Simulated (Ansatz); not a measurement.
Input file:

```yaml
crystal:
  periodic: [false, false, false]
  atoms:
    - {symbol: C, position_ang: [0.000000, 0.000000, -2.917614]}
    - {symbol: Mg, position_ang: [0.000000, 0.000000, -0.820693]}
    - {symbol: H, position_ang: [0.000000, 0.000000, 3.738307]}
basis:
  gaussian: {orbitals: 6-31G}
magnetization: {spin_polarized: true, initial_magnetization: 1}
correlation: {method: ccsdtq, electrons: outside_noble_gas}
```

```sh
$ ansatz run in.yaml --threads 1 --pin off --events-out ev --progress --plain --max-ram 2393MiB
```

Roughly how long does this take on 1 thread of Arm Neoverse V1, shared host, and how much host memory?

1.7 min wall and 0.17 GiB.

```
501 factors; integrals over basis functions are off by at most 9.4e-8 eV
mean field evaluation 1: about -6461.3440 eV, gradient 1.5e1 eV
mean field evaluation 2: about -6461.3500 eV, gradient 1.5e1 eV
mean field evaluation 4: about -6464.6674 eV, gradient 6.9e0 eV
mean field evaluation 8: about -6466.2409 eV, gradient 1.3e0 eV
mean field evaluation 16: about -6469.2865 eV, gradient 8.9e-4 eV
mean field evaluation 32: about -6470.0360 eV, gradient 5.7e-4 eV
mean field evaluation 64: about -6466.2134 eV, gradient 3.0e-3 eV
mean field evaluation 96: about -6469.9281 eV, gradient 4.3e-2 eV
mean field evaluation 128: about -6471.2562 eV, gradient 1.8e0 eV
mean field evaluation 160: about -6469.9295 eV, gradient 2.2e-3 eV
...
mean field -6471.31128165 eV, -237.8163031882 hartree, gradient 1.7e-6 eV, S^2 2.650138; 15 other end points of the search recorded, 0 dependent functions left out
determinant -6471.31128165 eV, -237.8163031882 hartree, with singles and doubles -6472.73717169 eV, -237.8687036809 hartree
determinant -6470.03601982 eV, -237.7694381806 hartree, with singles and doubles -6472.23735115 eV, -237.8503356147 hartree
determinant -6469.92986118 eV, -237.7655369225 hartree, with singles and doubles -6472.01471196 eV, -237.8421537753 hartree
determinant -6469.92949748 eV, -237.7655235568 hartree, with singles and doubles -6472.03232077 eV, -237.8428008873 hartree
determinant -6469.91401069 eV, -237.7649544277 hartree, with singles and doubles -6472.00650469 eV, -237.8418521637 hartree
determinant -6469.53059253 eV, -237.7508640702 hartree, with singles and doubles -6471.42007183 eV, -237.8203011537 hartree
determinant -6469.28651333 eV, -237.7418943251 hartree, with singles and doubles -6471.36431549 eV, -237.8182521461 hartree
determinant -6469.07210358 eV, -237.7340149122 hartree, with singles and doubles -6471.10330756 eV, -237.8086602814 hartree
determinant -6468.71187610 eV, -237.7207767962 hartree, with singles and doubles -6470.90109733 eV, -237.8012291927 hartree
determinant -6467.86798592 eV, -237.6897644043 hartree, with singles and doubles -6469.98980524 eV, -237.7677398261 hartree
determinant -6466.21335774 eV, -237.6289579401 hartree, with singles and doubles -6470.29002988 eV, -237.7787728780 hartree
determinant -6471.31128165 eV, -237.8163031882 hartree, with singles and doubles -6472.76883635 eV, -237.8698673355 hartree
determinant -6470.03601982 eV, -237.7694381806 hartree, with singles and doubles -6472.55216631 eV, -237.8619048586 hartree
determinant -6469.65782999 eV, -237.7555399605 hartree, with singles and doubles -6472.66163973 eV, -237.8659279324 hartree
6 core orbitals not correlated: weight in the atoms' cores, before any rotation towards them, 1.000 or more for the frozen orbitals, at most 0.000 for the correlated occupied ones
reference -6471.31128165 eV, -237.8163031882 hartree; 4, 3 occupied and 14, 15 virtual orbitals, 501 factors
second order -0.99151897 eV of doubles, -0.00000000 eV of singles
...
cycle 177  -1.58764448 eV  change   -9.1e-8 eV  update   2.8e-6
cycle 178  -1.58764511 eV  change   -6.3e-7 eV  update   2.9e-6
cycle 179  -1.58764500 eV  change    1.1e-7 eV  update   3.1e-6
cycle 180  -1.58764530 eV  change   -3.0e-7 eV  update   3.0e-6
cycle 181  -1.58764510 eV  change    2.0e-7 eV  update   3.0e-6
cycle 182  -1.58764369 eV  change    1.4e-6 eV  update   2.9e-6
cycle 183  -1.58764071 eV  change    3.0e-6 eV  update   2.5e-6
cycle 184  -1.58763931 eV  change    1.4e-6 eV  update   1.3e-6
cycle 185  -1.58763848 eV  change    8.3e-7 eV  update   7.2e-7
cycle 186  -1.58763836 eV  change    1.2e-7 eV  update   4.8e-7
Total energy: -6472.89892001 eV, -237.8746478219 hartree
```

The determinant's ⟨S²⟩ is 2.65 against 0.75 for a pure state. The T1 diagnostic is 0.086.

For the same geometry and basis full CI lies 6.5 meV higher. By full CI's occupations no single determinant describes the state well. The determinant fills πx and πy unequally, so it is a mixture of Σ and Δ.
